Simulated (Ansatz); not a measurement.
Process, species as SMILES: [OH] (HO) -> [OH] (HO) as triplet, charge +1 + e-

Wanted: adiabatic ionisation energy (0 K, with zero-point energies), in eV. Terms: six Cartesian d functions in 6-31G* and its kin unless marked 5d; spin-orbit terms left out; UHF or UKS for open shells; non-relativistic. First-principles rows: single points at B3LYP-D3(BJ) geometries (Ansatz, an electronic-structure program), with unscaled harmonic terms from B3LYP/6-31G* at its own minima.

| species | coefficient | E at B3LYP/6-31G* (Ansatz), Eh | E at B3LYP/def2-TZVPD (Ansatz), Eh | zero-point energy, kcal/mol |
|---|---|---|---|---|
| [OH] (HO) | -1 | -75.72342 | -75.77033 | 5.21 |
| [OH] (HO) as triplet, charge +1 | +1 | -75.24783 | -75.28382 | 4.35 |

Measured values: CCCBDB table in ASE; they hold spin-orbit and core effects.  Value to compare with, the measured value: 13.02 eV. 1 Eh = 27.2114 eV and 1 eV = 23.0605 kcal/mol.

Work the quantity out at each level, and compare with the measured value.


- B3LYP/6-31G*: the sum of coefficient times E is 0.47559 Eh, or 12.941 eV; the thermal terms add -0.037. Result: 12.90 eV. Its error against the measured value is -0.12 eV.
- B3LYP/def2-TZVPD: the sum of coefficient times E is 0.48651 Eh, or 13.239 eV; the thermal terms add -0.037. Result: 13.20 eV. Its error against the measured value is 0.18 eV.
